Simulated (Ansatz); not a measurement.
# C2H4N: the cost of one run

Method: the levels named in each step, in Ansatz 0.2.0.

### 1 Starting point

Bond lengths: C1–N2 1.138 Å, C1–H4 1.058 Å, C3–H5 1.068 Å, C3–H6 1.068 Å, C3–H7 1.068 Å. Angles: N2–C1–H4 179.9°, H5–C3–H6 119.9°, H5–C3–H7 119.9°, H6–C3–H7 120.0°.

As a file:

```xyz
7

C    -0.9811    0.0615   -0.4916
N    -1.4522    0.6830    0.3370
C     2.1708   -0.6501    0.1592
H    -0.5438   -0.5162   -1.2629
H     1.7334    0.2176    0.6019
H     3.1095   -0.5757   -0.3444
H     1.7054   -1.6035    0.2831
```

### 2 A rough first relaxation, PBE-D4/def2-SVP

This run stands in another session on the same molecule. It ended at:

```xyz
7

C    -1.0461    0.2021   -0.3914
N    -2.1571    0.5355   -0.5288
C     2.1953   -0.7413    0.1061
H    -0.0026   -0.1088   -0.2560
H     2.3197    0.0285    0.8814
H     2.5187   -0.5355   -0.9241
H     1.9139   -1.7638    0.3949
```

### 3 Relaxation, PBE0-D4/def2-TZVPP

Contents of input.yaml:

```yaml
crystal:
  periodic: [false, false, false]
  atoms:
    - { symbol: C, position_ang: [-1.04612717, 0.20207189, -0.3913752] }
    - { symbol: "N", position_ang: [-2.15706621, 0.53553926, -0.52875514] }
    - { symbol: C, position_ang: [2.19531153, -0.7413246, 0.10614392] }
    - { symbol: H, position_ang: [-0.00255467, -0.10881488, -0.25601707] }
    - { symbol: H, position_ang: [2.31965963, 0.02849539, 0.88144489] }
    - { symbol: H, position_ang: [2.51872096, -0.53551063, -0.9240638] }
    - { symbol: H, position_ang: [1.91393593, -1.76377642, 0.3949024] }
magnetization:
  spin_polarized: true
  initial_magnetization: 1
basis:
  gaussian: { orbitals: def2-TZVPP }
hamiltonian:
  xc: pbe0
  dispersion: d4
relax:
  f_tol: 0.002
  max_steps: 150
```

Started as:

```
> ansatz run input.yaml --threads 4 --pin off --max-ram 10240MiB --backend cpu --events-out ev --progress --plain --runs-dir out
```

Q: Estimate wall time and peak memory on 4 threads of Intel Xeon at 2.70GHz, shared host.

About 19 s, with a peak of 0.27 GiB.
